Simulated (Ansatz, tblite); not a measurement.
Forces on B₂H at its PBE0-D4/def2-TZVP geometry. Charge 0, multiplicity 2.

The xTB rows come from tblite. At PBE-D4/def2-TZVP the charge 0 doublet is spin-contaminated (final ⟨S²⟩ up to 1.76, 0.75 for a pure state). The order of the spin states hangs on the level: the quartet lies 0.57 eV below the doublet at PBE0-D4/def2-TZVP, but 0.14 eV above it at GFN1-xTB. The structure comes from a short search, and lower isomers may exist.

GFN1-xTB (tblite), largest force 0.18 eV/Å:

```xyz
3
positions Å, forces eV/Å
B     0.108    0.028   -0.029   -0.067   -0.023    0.027
B    -1.317   -0.345    0.356   -0.099   -0.024    0.023
H     1.210    0.317   -0.327    0.166    0.046   -0.050
```

GFN2-xTB (tblite), largest force 4.50 eV/Å:

```
B -3.601 -0.943 0.973
B 4.212 1.103 -1.137
H -0.611 -0.160 0.165
```

PBE-D4/def2-TZVP (Ansatz), largest force 0.38 eV/Å:

```
B 0.209 0.055 -0.057
B -0.358 -0.094 0.097
H 0.149 0.039 -0.040
```
